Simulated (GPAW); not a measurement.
**RPBE/real-space grid (scalar-relativistic datasets) run of CCl2 (dichloromethylene)**

Wanted: ionisation energies of CCl2 (dichloromethylene). The job is set up through an ASE script.

Program for the calculation: GPAW 26.7.0.

3 further runs of the same task are left out: 3 that didn't finish.

### 1 The structure to begin with

CCl2: 3 atoms, total charge 0, spin state singlet. SMILES: `Cl[C]Cl`. Geometry: relaxed at PBE0-D4/def2-TZVP.

Bond lengths: Cl1–C2 1.708 Å, C2–Cl3 1.708 Å. Angles: Cl1–C2–Cl3 109.5°.

### 2 Ionisation energies at RPBE/real-space grid (scalar-relativistic datasets)

File mol.xyz:

```xyz
3

Cl     1.236700    -0.329300     0.644300
C     -0.231600    -0.585100    -0.189800
Cl    -1.005100     0.914500    -0.454500
```

File run.py:

```python
from ase.io import read
from gpaw import GPAW

# Structure
system = read('mol.xyz')
system.center(vacuum=4.5)

energies = {}
for name, charge, unpaired in [('neutral', 0, 0), ('oxidised', 1, 1)]:
    system.set_initial_magnetic_moments([unpaired / len(system)] * len(system))
    calc = GPAW(mode='fd',
                h=0.18,
                xc='RPBE',
                charge=charge,
                occupations={'name': 'fermi-dirac', 'width': 0.0, 'fixmagmom': unpaired > 0},
                maxiter=100,
                symmetry='off',
                txt='-')
    system.calc = calc
    energies[name] = system.get_potential_energy()
    print(f'{name:10} {energies[name]:12.5f} eV')

ip = energies['oxidised'] - energies['neutral']
print(f'Vertical IP: {ip:.3f} eV')
```

Started as:

```
python run.py
```

Log:

```text
[...]
Number of symmetries: 1
[...]
  Number of IBZ points: 1
[...]
Spin-components: 1 (collinear spins)
Bands:           12
[...]
  Valence electrons: 18.0
[...]
  Grid points: [64 60 56]
  Charge: 0.0  # |e|
[...]
    cutoffs:
[...]
occupation numbers:
  # Zero width
[...]
xc functional:
  name: RPBE with 2 nearest neighbor stencil
[...]
|iter     |     time |      energy | eigst |  dens |
[...]
|iter:   1| 00:00:07 |  -10.365141 | +0.75 |       |
[...]
Converged in 15 steps
[...]
dipole moment: (0.085265, 0.216221, 0.070004)  # |e|*Ang
Fermi level: -5.254
[...]
|iter:  17| 00:02:33 |   -0.306622c| -7.80c| -5.78c|  +1.0000|
Converged in 17 steps
[...]
Energy contributions relative to reference atoms: (reference = -26147.189942)
Energy contributions:
  Kinetic:          -6.742748
  Coulomb:           6.307693
  Zero:              0.395025
  External:          0.000000
  Xc:               -0.266591
  Entropy:           0.000000
  Spinorbit:         0.000000
  ----------------------------
  Free energy:      -0.306622
  Extrapolated:     -0.306622
[...]
Total magnetic moment: (0.000000, 0.000000, 1.000000)
Local magnetic moments
|        x |        y |        z |
|----------|----------|----------|
| 0.000000 | 0.000000 | 0.090785 |  # Cl   0
| 0.000000 | 0.000000 | 0.249463 |  # C    1
| 0.000000 | 0.000000 | 0.090899 |  # Cl   2
Fermi levels: -12.536, -13.868
Eigenvalues  # (at kpt = [0.000, 0.000, 0.000])
| band index |      eig [eV] | occ [0-1] |      eig [eV] | occ [0-1] |
|------------|---------------|-----------|---------------|-----------|
|          0 |       -31.115 |     1.000 |       -30.881 |     1.000 |
|          1 |       -29.002 |     1.000 |       -28.787 |     1.000 |
|          2 |       -22.782 |     1.000 |       -22.301 |     1.000 |
|          3 |       -19.295 |     1.000 |       -18.977 |     1.000 |
|          4 |       -17.906 |     1.000 |       -17.401 |     1.000 |
|          5 |       -17.593 |     1.000 |       -17.135 |     1.000 |
|          6 |       -15.648 |     1.000 |       -15.607 |     1.000 |
|          7 |       -15.031 |     1.000 |       -14.827 |     1.000 |
|          8 |       -14.692 |     1.000 |       -13.044 |     0.000 |
|          9 |       -12.027 |     0.000 |       -11.456 |     0.000 |
|         10 |        -8.161 |     0.000 |        -7.847 |     0.000 |
|         11 |        -7.248 |     0.000 |        -6.753 |     0.000 |
Gap: 1.017 eV
Transition (v -> c):
  (s=1, k=0, n=8, [0.00, 0.00, 0.00]) -> (s=0, k=0, n=9, [0.00, 0.00, 0.00])
No difference between direct/indirect transitions
vacuum-level: 0.000  # V
oxidised       -0.30662 eV
Vertical IP: 9.647 eV
```

It took 2.6 min on 1 thread of Intel Xeon at 2.50GHz (Skylake/Cascade Lake), shared host; peak memory 0.76 GiB.

### 3 Summary of results

At RPBE/real-space grid (scalar-relativistic datasets):

```
               quantity    value
first ionisation energy  9.65 eV
```
